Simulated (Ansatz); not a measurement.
Input file:

```yaml
crystal:
  periodic: [false, false, false]
  atoms:
    - {symbol: B, position_ang: [0.000000, 0.000000, 0.000000]}
    - {symbol: H, position_ang: [0.000000, 0.000000, -1.294741]}
    - {symbol: H, position_ang: [0.000000, 0.000000, 1.294741]}
basis:
  gaussian: {orbitals: aug-cc-pVTZ}
total_charge: 1
magnetization: {spin_polarized: false}
correlation: {method: ccsdt_q, electrons: outside_noble_gas}
```

```sh
$ ansatz run in.yaml --threads 1 --pin off --events-out ev --progress --plain --max-ram 2393MiB
```

Log:

```
999 factors; integrals over basis functions are off by at most 1.5e-7 eV
mean field evaluation 1: about -692.5900 eV, gradient 7.8e0 eV
mean field evaluation 2: about -692.5899 eV, gradient 7.8e0 eV
mean field evaluation 4: about -692.9381 eV, gradient 1.6e-1 eV
mean field evaluation 8: about -692.9382 eV, gradient 2.0e-4 eV
mean field -692.93817025 eV, -25.4650080664 hartree, gradient 2.1e-6 eV, S^2 0.000000; 0 other end points of the search recorded, 0 dependent functions left out
1 core orbitals not correlated: weight in the atoms' cores, before any rotation towards them, 1.000 or more for the frozen orbitals, at most 0.000 for the correlated occupied ones
reference -692.93817025 eV, -25.4650080664 hartree; 2, 2 occupied and 89, 89 virtual orbitals, 999 factors
second order -1.91256838 eV of doubles, -0.00000000 eV of singles
cycle   1  -2.24428985 eV  change   -3.3e-1 eV  update   4.4e-2
cycle   2  -2.43178943 eV  change   -1.9e-1 eV  update   1.8e-2
cycle   3  -2.43271674 eV  change   -9.3e-4 eV  update   4.3e-3
cycle   4  -2.43639391 eV  change   -3.7e-3 eV  update   2.0e-3
cycle   5  -2.43693204 eV  change   -5.4e-4 eV  update   6.5e-4
cycle   6  -2.43668015 eV  change    2.5e-4 eV  update   1.4e-4
cycle   7  -2.43671647 eV  change   -3.6e-5 eV  update   4.4e-5
cycle   8  -2.43673760 eV  change   -2.1e-5 eV  update   1.3e-5
cycle   9  -2.43673086 eV  change    6.7e-6 eV  update   3.7e-6
cycle  10  -2.43672907 eV  change    1.8e-6 eV  update   9.3e-7
cycle  11  -2.43672919 eV  change   -1.2e-7 eV  update   3.2e-7
perturbative correction -0.00064592 eV, -0.0000237370 hartree
Total energy: -695.37554536 eV, -25.5545799495 hartree
```

For the same geometry and basis full CI lies 0.2 meV lower.

Ran on 1 thread of Arm Neoverse V2, shared host: 11 s wall, 0.43 GiB peak host memory.
